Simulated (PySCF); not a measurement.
1,3-dioxane, C4H8O2.
Atom-mapped SMILES: `[CH2:1]1[CH2:2][O:3][CH2:4][O:5][CH2:6]1` (hydrogens: H7, H8 on C1; H9, H10 on C2; H11, H12 on C4; H13, H14 on C6)

Structure used (PBE0-D3(BJ)/def2-SVP), in Å, numbered top down from 1:
```
atom  x, y, z in Å
C1     0.1135    1.1514   -0.3580
C2     1.2161    0.3270    0.2899
O3     1.1765   -0.9986   -0.1824
C4    -0.0681   -1.5790    0.0324
O5    -1.1008   -0.9101   -0.6145
C6    -1.2089    0.4219   -0.1723
H7     0.3229    1.2511   -1.4350
H8     0.0692    2.1621    0.0782
H9     2.2158    0.7227    0.0603
H10    1.0949    0.3374    1.3946
H11   -0.2778   -1.6177    1.1284
H12   -0.0307   -2.5985   -0.3743
H13   -2.0213    0.8893   -0.7471
H14   -1.5013    0.4409    0.8999
```

Jobs on this species (14 atoms, 48 electrons) with PySCF (density fitting). Hardware of each: an Arm Neoverse N1 with one thread, no GPU, shared host. The host was shared with other jobs, so the times are rough.

**Question.** Rank these jobs by wall time, shortest first.
A. PBE0-D3(BJ)/def2-SVP, grid level 1; geometry optimisation from an MMFF94s start; 124 basis functions
B. CAM-B3LYP/def2-SVPD; 10 singlets by full TDDFT, 4 Tamm–Dancoff triplets, polarisability, ΔSCF ions; 190 basis functions
C. PBE0/6-31G*; 10 singlets by full TDDFT, 4 Tamm–Dancoff triplets, polarisability; 100 basis functions

**Answer.** C (18 s), A (67 s), B (2.2 min).

All jobs:

```csv
level and settings,work,basis functions,SCF cycles,wall time
PBE0/6-31G*,"10 singlets by full TDDFT, 4 Tamm–Dancoff triplets, polarisability",100,12,18 s
PBE0/def2-SVP,"10 singlets by full TDDFT, 4 Tamm–Dancoff triplets, polarisability",124,12,24 s
PBE0/def2-TZVP,"10 singlets by full TDDFT, 4 Tamm–Dancoff triplets, polarisability",234,14,60 s
"PBE0-D3(BJ)/def2-SVP, grid level 1",geometry optimisation from an MMFF94s start,124,57,67 s
wB97X-D/def2-SVPD,"10 singlets by full TDDFT, 4 Tamm–Dancoff triplets, polarisability, ΔSCF ions",190,12,2.1 min
CAM-B3LYP/def2-SVPD,"10 singlets by full TDDFT, 4 Tamm–Dancoff triplets, polarisability, ΔSCF ions",190,12,2.2 min
LC-wPBE/def2-SVPD,"10 singlets by full TDDFT, 4 Tamm–Dancoff triplets, polarisability, ΔSCF ions",190,12,3.3 min
```

**Question.** What do all jobs in the table cost together?

**Answer.** About 10 min; the longest takes about 32 % of that, and about 11 times as long as the shortest.
